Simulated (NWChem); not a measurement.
**triplet BN2H5: levels of theory compared**

Wanted: a comparison of 5 runs (U-wB97X/6-311+G**, UB2PLYP/6-311+G**, UBHLYP/6-311+G**, UCAM-B3LYP/6-311+G**, UM06-2X/6-311+G**) of triplet BN2H5. 

Program for the calculation: NWChem 7.3.0.

**1. The system as given**

BN2H5 has 8 atoms, charge 0, and is taken as a triplet. As SMILES of the parent species, `NBN`. Geometry: relaxed at PBE0-D4/def2-TZVP. That shape belongs to the parent species and isn't relaxed for this state.

Bond lengths: N1–B2 1.409 Å, B2–N3 1.409 Å, N1–H4 1.005 Å, N1–H5 1.002 Å, B2–H6 1.200 Å, N3–H7 1.003 Å, N3–H8 1.005 Å. Angles: N1–B2–N3 122.9°, N1–B2–H6 118.5°, N3–B2–H6 118.5°, B2–N1–H4 124.5°, B2–N1–H5 121.9°, B2–N3–H7 121.9°, B2–N3–H8 124.5°, H4–N1–H5 113.6°, H7–N3–H8 113.6°.

**2. The energy at U-wB97X/6-311+G(d,p) (run 1)**

run.py

```python
from ase import Atoms
from ase.calculators.nwchem import NWChem

molecule = Atoms(['N', 'B', 'N', 'H', 'H', 'H', 'H', 'H'], positions=[
    [-0.971000, 0.516500, -0.581100],
    [0.194200, 0.386600, 0.200500],
    [0.848200, -0.845200, 0.401400],
    [-1.426800, -0.244500, -1.053400],
    [-1.423900, 1.400900, -0.713700],
    [0.649700, 1.368600, 0.718000],
    [1.676700, -0.919800, 0.960900],
    [0.545000, -1.720300, 0.011600],
])

calc = NWChem(
    label='work',
    theory='dft',
    memory='2200 mb',
    basis='6-311+G**',
    basispar='spherical bse',
    dft={'xc': 'wb97x', 'mult': '3', 'grid': 'fine', 'convergence': 'energy 1e-08', 'iterations': '100', 'mulliken': None},
    task='energy',
)
molecule.calc = calc

print("Total energy (eV):", round(molecule.get_potential_energy(), 6))
```

Launch:

```console
export ASE_NWCHEM_COMMAND="nwchem PREFIX.nwi > PREFIX.nwo"
python run.py
```

Log:

```text
Total energy (eV): -3733.96457
```

The calculator wrote work.nwi:

```
title "work"

permanent_dir work

scratch_dir work

start work

geometry units angstrom nocenter noautosym noautoz
  N  -9.7099999999999997e-01 5.1649999999999996e-01 -5.8109999999999995e-01
  B  1.9420000000000001e-01 3.8660000000000000e-01 2.0050000000000001e-01
  N  8.4819999999999995e-01 -8.4519999999999995e-01 4.0139999999999998e-01
  H  -1.4268000000000001e+00 -2.4450000000000000e-01 -1.0533999999999999e+00
  H  -1.4238999999999999e+00 1.4009000000000000e+00 -7.1370000000000000e-01
  H  6.4970000000000006e-01 1.3686000000000000e+00 7.1799999999999997e-01
  H  1.6767000000000001e+00 -9.1979999999999995e-01 9.6089999999999998e-01
  H  5.4500000000000004e-01 -1.7202999999999999e+00 1.1599999999999999e-02
end

memory 2200 mb

basis spherical bse noprint
   * library 6-311+G**
end

dft
  xc wb97x
  mult 3
  grid fine
  convergence energy 1e-08
  iterations 100
  mulliken
end

task dft energy
```

work.nwo:

```text
Northwest Computational Chemistry Package (NWChem) 7.3.0
             --------------------------------------------------------

           Job information
           ---------------

    nwchem branch   = 7.3.0
    use scalapack   = T
    input           = work.nwi
    prefix          = work.
    data base       = work/work.db
    status          = startup
    nproc           =        1

           Memory information
           ------------------

[... 5 lines left out ...]
    hardfail = no
[... 38 lines left out ...]
            Nuclear Dipole moment (a.u.)
[... 85 lines left out ...]
          Convergence on density requested:  1.00D-05
[... 32 lines left out ...]
          Convergence aids based upon iterative change in
[... 29 lines left out ...]
 2-e energy   =     111.480260
[... 97 lines left out ...]
           Coulomb energy =      132.284655130923
[... 684 lines left out ...]
                     DFT Final Beta Molecular Orbital Analysis
[... 782 lines left out ...]
     Multipole analysis of the density
     ---------------------------------

     L   x y z        total         alpha         beta         nuclear
     -   - - -        -----         -----         ----         -------
     0   0 0 0     -0.000000    -13.000000    -11.000000     24.000000

     1   1 0 0      0.573143      0.722959     -0.399449      0.249633
[... 8 lines of this table left out ...]
     2   0 0 2    -23.327561    -30.629507    -16.804889     24.106834

 Task  times  cpu:       85.1s     wall:       85.1s
 Total times  cpu:       85.1s     wall:       85.1s
```

Wall time 86 s (1 thread of Intel Xeon Platinum 8488C (Sapphire Rapids), shared host); peak memory 0.11 GiB.

**3. The energy at UB2PLYP/6-311+G(d,p) (run 2)**

sp.xyz

```xyz
8
BH5N2 energy
N     -0.971000     0.516500    -0.581100
B      0.194200     0.386600     0.200500
N      0.848200    -0.845200     0.401400
H     -1.426800    -0.244500    -1.053400
H     -1.423900     1.400900    -0.713700
H      0.649700     1.368600     0.718000
H      1.676700    -0.919800     0.960900
H      0.545000    -1.720300     0.011600
```

sp.nw

```
start sp
title "BH5N2 energy"
memory 2200 mb
geometry units angstroms noautosym nocenter noautoz
  load sp.xyz
end
basis spherical bse
  * library 6-311+G**
end
dft
  xc hfexch 0.53 becke88 0.47 lyp 0.73 mp2 0.27
  dftmp2 semidirect
  mult 3
  grid fine
  convergence energy 1e-08
  iterations 100
  mulliken
end
mp2
  freeze core 3
end
task dft
```

Launch:

```console
nwchem sp.nw > sp.out
```

Log:

```text
[...]
          Wavefunction type:  spin polarized.
          No. of atoms     :     8
          No. of electrons :    24
[...]
          Charge           :     0
          Spin multiplicity:     3
[...]
          AO basis - number of functions:    96
[...]
              XC Information
              --------------
                     Hartree-Fock (Exact) Exchange  0.530
                    Becke 1988 Exchange Functional  0.470
              Lee-Yang-Parr Correlation Functional  0.730
[...]
 d= 0,ls=0.0,diis     1   -136.9404226169 -2.06D+02  6.14D-02  7.33D-02     2.6
[...]
 d= 0,ls=0.0,diis    12   -136.9912394950 -4.01D-09  5.20D-06  1.42D-10    27.7
[...]
         Total DFT energy =     -136.991239495019
      One electron energy =     -318.684440493971
           Coulomb energy =      132.205323895050
    Exchange-Corr. energy =      -19.364722699117
 Nuclear repulsion energy =       68.852599803019
[...]
      Total Density - Mulliken Population Analysis
     ---------------------------------------------
    Atom       Charge   Shell Charges
 -----------   ------   -------------------------------------------------------
    1 N    7     6.67   1.10  0.90  0.77  0.89  1.79  0.58  1.15 -0.62  0.10  0.02
    2 B    5     6.39   1.13  0.86  0.50  0.62  0.99  0.35  0.23  1.26  0.30  0.14
    3 N    7     6.67   1.10  0.90  0.77  0.89  1.79  0.58  1.15 -0.62  0.10  0.02
    4 H    1     0.83   0.26  0.38  0.14  0.05
    5 H    1     0.80   0.27  0.40  0.08  0.04
    6 H    1     1.02   0.26  0.57  0.18  0.02
    7 H    1     0.80   0.27  0.40  0.08  0.04
    8 H    1     0.83   0.26  0.38  0.14  0.05
[...]
      <S2> =      2.0630 (Exact =     2.0000)
[...]
  Basis functions       =     96
[...]
```

Wall time 32 s (1 thread of Intel Xeon Platinum 8488C (Sapphire Rapids), shared host); peak memory 0.25 GiB.

Run 3 isn't shown in full; the table further down has it.

**4. The energy at UCAM-B3LYP/6-311+G(d,p) (run 4)**

bh5n2.nw

```
start bh5n2
title "BH5N2 CAM-B3LYP"
memory stack 880 mb heap 220 mb global 1100 mb
geometry units angstrom noautosym nocenter noautoz
   N    -0.971000    0.516500   -0.581100
   B     0.194200    0.386600    0.200500
   N     0.848200   -0.845200    0.401400
   H    -1.426800   -0.244500   -1.053400
   H    -1.423900    1.400900   -0.713700
   H     0.649700    1.368600    0.718000
   H     1.676700   -0.919800    0.960900
   H     0.545000   -1.720300    0.011600
end
basis spherical bse
   * library 6-311+G**
end
dft
   xc xcamb88 1.00 lyp 0.81 vwn_5 0.19 hfexch 1.00
   cam 0.33 cam_alpha 0.19 cam_beta 0.46
   mult 3
   grid fine
   convergence energy 1e-08
   direct
   maxiter 100
   mulliken
end
task dft energy
```

Launch:

```console
nwchem bh5n2.nw > bh5n2.out
```

Log:

```text
[...]
          Wavefunction type:  spin polarized.
          No. of atoms     :     8
          No. of electrons :    24
[...]
          Charge           :     0
          Spin multiplicity:     3
[...]
          AO basis - number of functions:    96
[...]
              XC Information
              --------------
                     Hartree-Fock (Exact) Exchange  1.000
                   CAM-Becke88 Exchange Functional  1.000
                      VWN V Correlation Functional  0.190 local
              Lee-Yang-Parr Correlation Functional  0.810
[...]
 d= 0,ls=0.0,diis     1   -137.1579803496 -2.06D+02  6.66D-02  1.19D-01     6.8
[...]
 d= 0,ls=0.0,diis    12   -137.2077497078 -5.18D-09  7.08D-06  8.71D-11    76.5
[...]
         Total DFT energy =     -137.207749707751
      One electron energy =     -318.863991754518
           Coulomb energy =      132.380419775120
    Exchange-Corr. energy =      -19.576777531371
 Nuclear repulsion energy =       68.852599803019
[...]
      Total Density - Mulliken Population Analysis
     ---------------------------------------------
    Atom       Charge   Shell Charges
 -----------   ------   -------------------------------------------------------
    1 N    7     6.70   1.10  0.90  0.80  0.89  1.76  0.57  1.15 -0.59  0.10  0.01
    2 B    5     6.31   1.13  0.86  0.52  0.63  0.97  0.35  0.25  1.19  0.28  0.13
    3 N    7     6.70   1.10  0.90  0.80  0.89  1.76  0.57  1.15 -0.59  0.10  0.01
    4 H    1     0.83   0.26  0.37  0.16  0.04
    5 H    1     0.81   0.27  0.39  0.10  0.04
    6 H    1     1.01   0.26  0.55  0.19  0.01
    7 H    1     0.81   0.27  0.39  0.10  0.04
    8 H    1     0.83   0.26  0.37  0.16  0.04
[...]
      <S2> =      2.0327 (Exact =     2.0000)
[...]
```

Wall time 77 s (1 thread of Intel Xeon Platinum 8488C (Sapphire Rapids), shared host); peak memory 0.11 GiB.

**5. A single-point energy at UM06-2X/6-311+G(d,p) (run 5)**

geom.nw

```
start geom
title "BH5N2 M06-2X"
memory 2200 mb
charge 0

geometry units angstrom noautosym nocenter noautoz
   N     -0.971000     0.516500    -0.581100
   B      0.194200     0.386600     0.200500
   N      0.848200    -0.845200     0.401400
   H     -1.426800    -0.244500    -1.053400
   H     -1.423900     1.400900    -0.713700
   H      0.649700     1.368600     0.718000
   H      1.676700    -0.919800     0.960900
   H      0.545000    -1.720300     0.011600
end

basis spherical bse
   * library 6-311+G**
end

dft
   xc m06-2x
   mult 3
   grid fine
   convergence energy 1e-08
   maxiter 100
   mulliken
end

task dft energy
```

Launch:

```console
nwchem geom.nw > geom.out
```

Log:

```text
[...]
          Wavefunction type:  spin polarized.
          No. of atoms     :     8
          No. of electrons :    24
[...]
          Charge           :     0
          Spin multiplicity:     3
[...]
          AO basis - number of functions:    96
[...]
              XC Information
              --------------
                       M06-2X Method XC Functional
                     Hartree-Fock (Exact) Exchange  0.540
                        M06-2X Exchange Functional  1.000
                      M06-2X Correlation Potential  1.000
[...]
 d= 0,ls=0.0,diis     1   -137.1569823776 -2.06D+02  9.10D-02  7.82D-02     3.5
[...]
 d= 0,ls=0.0,diis    13   -137.2015665827 -3.47D-09  6.29D-06  3.11D-10    40.2
[...]
         Total DFT energy =     -137.201566582677
      One electron energy =     -318.725341268643
           Coulomb energy =      132.234384280174
    Exchange-Corr. energy =      -19.563209397227
 Nuclear repulsion energy =       68.852599803019
[...]
      Total Density - Mulliken Population Analysis
     ---------------------------------------------
    Atom       Charge   Shell Charges
 -----------   ------   -------------------------------------------------------
    1 N    7     6.89   1.10  0.90  0.78  0.89  1.78  0.59  1.18 -0.46  0.12  0.01
    2 B    5     6.18   1.13  0.86  0.50  0.63  0.98  0.37  0.24  1.07  0.27  0.13
    3 N    7     6.89   1.10  0.90  0.78  0.89  1.78  0.59  1.18 -0.46  0.12  0.01
    4 H    1     0.77   0.26  0.35  0.11  0.04
    5 H    1     0.76   0.27  0.38  0.08  0.04
    6 H    1     0.99   0.26  0.55  0.16  0.01
    7 H    1     0.76   0.27  0.38  0.08  0.04
    8 H    1     0.77   0.26  0.35  0.11  0.04
[...]
      <S2> =      2.0382 (Exact =     2.0000)
[...]
```

Wall time 41 s (1 thread of Intel Xeon Platinum 8488C (Sapphire Rapids), shared host); peak memory 0.12 GiB.

**6. All runs side by side**

| run | level | frozen core orbitals | energy (Eh) | dipole moment (D) | HOMO energy (eV) | ⟨S²⟩ | wall time |
| --- | --- | --- | --- | --- | --- | --- | --- |
| 1 | U-wB97X/6-311+G** | – | -137.220668 | 3.83 | -3.21 | 2.039 | 86 s |
| 2 | UB2PLYP/6-311+G** | 3 | -137.139059 | 3.01 | -2.46 | 2.063 | 32 s |
| 3 | UBHLYP/6-311+G** | – | -137.197741 | 2.83 | -2.47 | 2.055 | 29 s |
| 4 | UCAM-B3LYP/6-311+G** | – | -137.207750 | 2.91 | -2.82 | 2.033 | 77 s |
| 5 | UM06-2X/6-311+G** | – | -137.201567 | 3.24 | -2.67 | 2.038 | 41 s |

**7. What came out**

| quantity | value |
| --- | --- |
| run 5: total energy | -137.20157 Eh |
| run 5: dipole moment | 3.24 D |
| run 5: HOMO energy (highest over α and β) | -2.67 eV |
| run 5: ⟨S²⟩ | 2.038 |

What this shows: The dipole moment (its size) runs from 2.83 D (UBHLYP/6-311+G**) to 3.83 D (U-wB97X/6-311+G**). Totals of different functionals can't be ranked against each other. All runs together took 4.4 min, the longest 86 s.
